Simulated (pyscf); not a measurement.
7 gas-phase steps of one pattern: four-centre exchange on the singlet surface, B–C + H–H or C–Ga + H–H broken and B–H + C–H or C–H + Ga–H formed. PySCF, gas phase, ωB97X-D3(BJ)/def2-SVP geometries. Electronic energies in eV, from the separated reactants; ΔE‡ and ΔE at ωB97M-D3(BJ)/def2-TZVP. Rows were drawn at random from the steps of this pattern with a verified saddle, stable references and no exit in the data more than 5 kcal/mol lower.

| row | step | ΔE | ΔE‡ |
|---|---|---|---|
| 1 | H₃C–GaH₂ + H₂ → CH₄ + GaH₃ | -0.40 | 1.33 |
| 2 | H₃C–BH–OH + H₂ → H₂B–OH + CH₄ | -0.18 | 1.77 |
| 3 | H₃C–B=NH + H₂ → HB=NH + CH₄ | -0.15 | ? |
| 4 | H₃C–B(F)–F + H₂ → F–BH–F + CH₄ | -0.14 | 2.04 |
| 5 | H₃C–BH–F + H₂ -> H₂B–F + CH₄ | -0.10 | 1.41 |
| 6 | H₃C–B=O + H₂ → HB=O + CH₄ | -0.04 | 3.05 |
| 7 | H₂C=CH–B(F)–F + H₂ → F–BH–F + H₂C=CH₂ | +0.01 | 2.02 |

Task: Fit ΔE‡ = a + b·ΔE to the other rows and predict row 3.

Result: Over the 6 complete rows the means are -0.14 (ΔE) and 1.94 (ΔE‡); least squares gives b = 2.59 and a = 2.30 eV, with residuals of 0.45 eV (root mean square; largest 0.85, row 6). For row 3: 2.30 + 2.59 × (-0.15) = 1.91 eV. The computed barrier is 2.75 eV, 0.84 over the line. The scatter is large against the spread of the barriers, so the line says little here. Each barrier is that of the saddle found. Elements up to Kr have no core potential and no relativistic terms here.
